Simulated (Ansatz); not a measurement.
# Worked example: correlation energy of Si2, triplet

Geometry: MP2(full)/6-31G*, from the G2/97 set.

```xyz
2

Si    0.0000    0.0000    0.0000
Si    0.0000    0.0000    2.2601
```

Basis cc-pV(T+d)Z; Ansatz 0.2.0. Only valence electrons are correlated (noble-gas cores frozen), which leaves 8 electrons in 68 orbitals. R marks a restricted (for open shells ROHF) determinant, U an unrestricted one.

Full CI isn't at hand for all of this; UCCSDT(Q) serves as the reference, and is uncertain by about the last step of the cluster series.

Runs differ by some tens of microhartree through their thresholds and, for an open shell, their frozen cores, so steps under 0.03 kcal/mol mean nothing.

| level | total energy (hartree) |
| --- | --- |
| UHF | -577.779285 |
| UMP2 | -577.936897 |
| UCCSD | -577.968367 |
| UCCSD(T) | -577.979692 |
| UCCSDT | -577.981601 |
| UCCSDT(Q) | -577.982477 |

What is the correlation energy at UCCSDT(Q), and what share of it do UMP2 and UCCSDT recover?

E(corr) = -577.982477 − (-577.779285) = -0.203192 hartree = -5.529 eV. UMP2: -0.157612 / -0.203192 = 77.57 %. UCCSDT: -0.202316 / -0.203192 = 99.57 %.

By how many kcal/mol does UCCSD(T) miss UCCSDT(Q) (1 hartree = 627.509 kcal/mol), and which steps make up the rest?

-577.979692 − (-577.982477) = 0.002785 hartree = 1.75 kcal/mol. Steps: UCCSDT − UCCSD(T) = -1.20, UCCSDT(Q) − UCCSDT = -0.55 kcal/mol. Differences between like states or geometries often cancel part of this.
